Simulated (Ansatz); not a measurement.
Process, species as SMILES: O (H2O) → [OH-] + H+
B3LYP-D3(BJ)/def2-TZVP geometries, fixed; electronic energies without zero-point terms.

Energies in hartree at B3LYP with Ansatz (a program for electronic structure); the deprotonation energy is their sum with the coefficients shown, times 627.509 kcal/mol a hartree; the bare proton counts zero. All functions are spherical. No added dispersion term, no relativity.

| species | coefficient | part | aug-cc-pVDZ | aug-cc-pVTZ | aug-cc-pVQZ |
|---|---|---|---|---|---|
| O (H2O) | -1 | B3LYP | -76.44463 | -76.46620 | -76.47223 |
| [OH-] | +1 | B3LYP | -75.81693 | -75.83625 | -75.84195 |

Predict the deprotonation energy in aug-cc-pV5Z (X = 5): let each B3LYP step shrink by the ratio of the last two. Compare with the run.


- O (H2O): steps -0.02157 and -0.00603, ratio 0.280, so B3LYP -76.47392 (run: -76.47395).
- [OH-]: steps -0.01932 and -0.00570, ratio 0.295, so B3LYP -75.84363 (run: -75.84385).
Predicted 395.51 kcal/mol; the run in aug-cc-pV5Z gives 395.39, a miss of 0.12. Keeping the value in aug-cc-pVQZ, 395.51, would miss by 0.11. All sums are of the energies as printed.
